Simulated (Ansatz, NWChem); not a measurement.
## Worked example: vertical ionisation energy of CH4O (methanol)

CH4O: 6 atoms, total charge 0, spin state singlet. SMILES: `CO`. The coordinates come from a PBE0-D4/def2-TZVP relaxation.

Both states at this one shape; open shells run unrestricted unless said. 1 Eh = 27.2114 eV.

| level | program | singlet CH4O (Eh) | doublet CH4O+ (Eh) |
| --- | --- | --- | --- |
| M06-2X/6-31G** (spherical functions) | NWChem | -115.662243 | -115.263625 |
| CAM-B3LYP/STO-3G | Ansatz | -114.110574 | -113.800920 |
| MP2/STO-3G, 2 core orbitals frozen | Ansatz | -113.633407 | -113.357616 |

Q: Work out the vertical ionisation energy at each level.

A: 
1. M06-2X/6-31G** (spherical functions): -115.263625 − (-115.662243) = 0.398618 Eh = 10.85 eV; against experiment -0.11 eV.
2. CAM-B3LYP/STO-3G: -113.800920 − (-114.110574) = 0.309654 Eh = 8.43 eV; against experiment -2.53 eV.
3. MP2/STO-3G: -113.357616 − (-113.633407) = 0.275791 Eh = 7.50 eV; against experiment -3.46 eV.

The measured vertical value is 10.96 eV (NIST CCCBDB). Minimal sets are far from the basis-set limit.
